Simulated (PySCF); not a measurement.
**Deuteron quadrupole couplings in `C=C(F)C(C)C`**

Compound: C5H9F.
Z-matrix (Å and degrees, GFN2-xTB geometry), rows numbered from 1:
```
C 
C   1  1.3190
F   2  1.3560  1  118.93
C   2  1.5003  1  127.96  3  -179.84
C   4  1.5307  2  109.72  1   120.43
C   4  1.5311  2  109.94  1  -117.59
H   1  1.0752  2  121.39  3     0.05
H   1  1.0730  2  120.89  3  -179.83
H   4  1.0940  2  107.75  1     1.44
H   5  1.0878  4  110.16  2    60.28
H   5  1.0880  4  110.52  2   -59.66
H   5  1.0871  4  110.19  2  -179.83
H   6  1.0879  4  110.53  2    60.01
H   6  1.0877  4  110.23  2   -60.04
H   6  1.0872  4  110.09  2  -179.84
```

Level: PBE0/pcSseg-1 (PySCF, non-relativistic); Q(2H) = 0.00286 b; rigid geometry, the same for H and D, with no vibrational averaging.

Question: Rank these positions by the coupling χzz of a deuteron there, largest first.
A. H8 (vinylic hydrogen)
B. H9 (methine hydrogen)
C. H11 (methyl hydrogen)

Answer: A (233 kHz), C (211 kHz), B (199 kHz).

Q: Tabulate Vzz, the asymmetry η and χzz = 234.96 MHz × Q × Vzz for every hydrogen position.

A: 
```json
{"atom": "H7", "bonded to": "C1", "bond length (Å)": "1.075", "Vzz (au)": "0.3421", "η": "0.06", "χzz (kHz)": "230"}
{"atom": "H8", "bonded to": "C1", "bond length (Å)": "1.073", "Vzz (au)": "0.3468", "η": "0.08", "χzz (kHz)": "233"}
{"atom": "H9", "bonded to": "C4", "bond length (Å)": "1.094", "Vzz (au)": "0.2961", "η": "0.03", "χzz (kHz)": "199"}
{"atom": "H10", "bonded to": "C5", "bond length (Å)": "1.088", "Vzz (au)": "0.3117", "η": "0.02", "χzz (kHz)": "209"}
{"atom": "H11", "bonded to": "C5", "bond length (Å)": "1.088", "Vzz (au)": "0.3134", "η": "0.02", "χzz (kHz)": "211"}
{"atom": "H12", "bonded to": "C5", "bond length (Å)": "1.087", "Vzz (au)": "0.3164", "η": "0.02", "χzz (kHz)": "213"}
{"atom": "H13", "bonded to": "C6", "bond length (Å)": "1.088", "Vzz (au)": "0.3135", "η": "0.02", "χzz (kHz)": "211"}
{"atom": "H14", "bonded to": "C6", "bond length (Å)": "1.088", "Vzz (au)": "0.3120", "η": "0.02", "χzz (kHz)": "210"}
{"atom": "H15", "bonded to": "C6", "bond length (Å)": "1.087", "Vzz (au)": "0.3161", "η": "0.02", "χzz (kHz)": "212"}
```

Q: How does χzz go with the bond length over the 9 C–H bonds?

A: A straight-line fit has a slope of -15.7 kHz for each 0.01 Å, with a correlation coefficient of -1.00, over lengths from 1.073 to 1.094 Å. The longer bonds have the smaller couplings here.

Q: A static deuteron (I = 1) shows a doublet split by (3/2)χ, (3/4)χ(1 + η) and (3/4)χ(1 − η) with the field along z, y and x of the gradient. What are these for H14?

A: With |χ| = 209.7 kHz and η = 0.022: 314, 161 and 154 kHz, to first order and without motion.

The structure is a single GFN2-xTB conformer in the gas phase; no vibrational or solvent corrections. GFN2-xTB bond lengths can be off by several hundredths of an ångström, more for odd bonds, and the gradients follow them. The small basis limits the accuracy of the gradients.
